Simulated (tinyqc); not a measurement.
Inside a calculation. Method: CCSD on RHF in the sto-3g basis, frozen core, for BH3, spin multiplicity 1. One step of it, computed by the program tinyqc.

Problem. Orthogonalisation. S = U s U^T; symmetric (Loewdin) form X = U s^(-1/2) U^T, so that X^T S X = 1.

overlap S, lower triangle:
```
           1B 1s     1B 2s     1B 2px     1B 2py     1B 2pz     2H 1s     3H 1s     4H 1s
1B 1s   1.000000
1B 2s   0.269328  1.000000
1B 2px  0.000000  0.000000   1.000000
1B 2py  0.000000  0.000000   0.000000   1.000000
1B 2pz  0.000000  0.000000   0.000000   0.000000   1.000000
2H 1s   0.057555  0.443636   0.465905   0.000000  -0.011899  1.000000
3H 1s   0.057537  0.443568  -0.233088   0.403351  -0.011896  0.089506  1.000000
4H 1s   0.057537  0.443568  -0.233088  -0.403351  -0.011896  0.089506  0.089602  1.000000
```

Give: eigenvalues of S; X.

Solution.

eigenvalues of S: 0.2886  0.3828  0.3830  0.9563  1.0011  1.5274  1.5277  1.9330

X, lower triangle:
```
          1B 1s    1B 2s   1B 2px   1B 2py  1B 2pz    2H 1s    3H 1s   4H 1s
1B 1s    1.0333
1B 2s   -0.1773   1.3668
1B 2px   0.0000   0.0000   1.1811
1B 2py   0.0000   0.0000   0.0000   1.1809
1B 2pz   0.0009  -0.0088   0.0000   0.0000  1.0002
2H 1s    0.0273  -0.3101  -0.3285   0.0000  0.0081   1.2302
3H 1s    0.0273  -0.3100   0.1643  -0.2843  0.0081  -0.0140   1.2302
4H 1s    0.0273  -0.3100   0.1643   0.2843  0.0081  -0.0140  -0.0139  1.2302
```
